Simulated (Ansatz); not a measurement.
# MgBH₂ (doublet): the correlation ladder at scale of all distances = 0.885, 6-31G

How much of the correlation energy of MgBH₂ (doublet) does each wave-function method recover here?

Computed with Ansatz 0.2.0, Gaussian basis. Level: 6-31G, core rule «outside noble gas», up to 6 orbitals frozen.

To be run: UHF; CCSD(T) on ROHF; CCSD(T) on UHF; BCCD(T) on ROHF; CISD as a restricted active space (open shells left free, so some higher excitations enter); CCSDT(Q) on ROHF; CCSDT(Q) on UHF; CISDTQ; CCSDTQ on ROHF; CASSCF and MRCISD+Q, 3 electrons in 3 orbitals; CASSCF and NEVPT2, 3 electrons in 3 orbitals; CASSCF and MRCISD+Q, 7 electrons in 10 orbitals; CASSCF and NEVPT2, 7 electrons in 10 orbitals; Full CI.

7 further runs of the same task are left out: 6 that didn't finish, 1 set aside as unsound or not needed. Runs told in other sessions of the task aren't counted.

## (1) The geometry

The geometry derives from a PBE0/def2-TZVP stationary point (not a proven minimum). All distances are scaled together.

4 atoms, charge 0, spin multiplicity 2.

Atoms are counted from 1 here; the program's logs count them from 0.

Bond lengths: B1–Mg2 1.944 Å, B1–H3 1.057 Å, Mg2–H4 1.507 Å. Angles: Mg2–B1–H3 180.0°, B1–Mg2–H4 180.0°.

## (2) UHF

The input, in.yaml:

```yaml
crystal:
  periodic: [false, false, false]
  atoms:
    - {symbol: B, position_ang: [0.000000, 0.000000, 1.084444]}
    - {symbol: Mg, position_ang: [0.000000, 0.000000, -0.859509]}
    - {symbol: H, position_ang: [0.000000, 0.000000, 2.141904]}
    - {symbol: H, position_ang: [0.000000, 0.000000, -2.366838]}
basis:
  gaussian: {orbitals: 6-31G}
magnetization: {spin_polarized: true, initial_magnetization: 1}
hamiltonian: {xc: hf}
output: {orbitals: {seedname: orbitals}}
```

Started as:

```console
ansatz run in.yaml --threads 1 --pin off --events-out ev --progress --plain --max-ram 2393MiB
```

Further steps of the session: CCSD(T) on ROHF; CCSD(T) on UHF; BCCD(T) on ROHF; CISD as a restricted active space (open shells left free, so some higher excitations enter); CCSDT(Q) on ROHF; CCSDT(Q) on UHF; CISDTQ; CCSDTQ on ROHF; CASSCF and MRCISD+Q, 3 electrons in 3 orbitals; CASSCF and NEVPT2, 3 electrons in 3 orbitals; CASSCF and MRCISD+Q, 7 electrons in 10 orbitals; CASSCF and NEVPT2, 7 electrons in 10 orbitals; Full CI.

**Question.** What will the summary of the whole plan be? Wanted: FCI from the RHF energy; RMP2 from FCI; UMP2 from FCI; RCCSD from FCI; RCCSD(T) from FCI; UCCSD(T) from FCI; RCCSDT(Q) from FCI; UCCSDT(Q) from FCI; NEVPT2 pair from FCI.

**Answer**, as computed:

```
                         quantity                                                                                                                 value
          FCI from the ROHF energy                                                                                                            -2.0382 eV
                    RMP2 from FCI                                                                                                          +58.9 kJ/mol
                    UMP2 from FCI                                                                                                          +58.2 kJ/mol
                   RCCSD from FCI                                                                                                           +4.3 kJ/mol
                RCCSD(T) from FCI                                                                                                           +1.5 kJ/mol
                UCCSD(T) from FCI                                                                                                           +1.5 kJ/mol
               RCCSDT(Q) from FCI                                                                                                            0.0 kJ/mol
               UCCSDT(Q) from FCI                                                                                                            0.0 kJ/mol
             NEVPT2 pair from FCI                                                                                                          +50.5 kJ/mol
          NEVPT2 valence from FCI                                                                                                          +14.2 kJ/mol
        MRCISD+Q valence from FCI                                                                                                           +0.6 kJ/mol
levels within 1 kcal/mol (43 meV)  RCCSD(T), UCCSD(T), BCCD(T), RCCSDT, UCCSDT, CISDTQ, RCCSDT(Q), UCCSDT(Q), RCCSDTQ, MRCISD valence, MRCISD+Q valence
                    T1 diagnostic                                                                                                                 0.016
   effectively unpaired electrons                                                                                                                  1.03
```

**Reading.** RCCSD(T) lands +1.5 kJ/mol from the yardstick (0.8 % of the correlation energy). One determinant dominates. Of the multireference levels listed MRCISD+Q valence comes nearest in total energy (+0.6 kJ/mol), which doesn't show that its space is the better one. These misses are within one basis, not against nature; the frozen cores of restricted and unrestricted runs differ, which can shift their rows.

Levels on UHF freeze UHF's core orbitals, full CI those of ROHF, so the U rows can settle a little off it for that reason alone.

With open shells the CI space here admits some higher excitations, so it is larger than plain CISD.
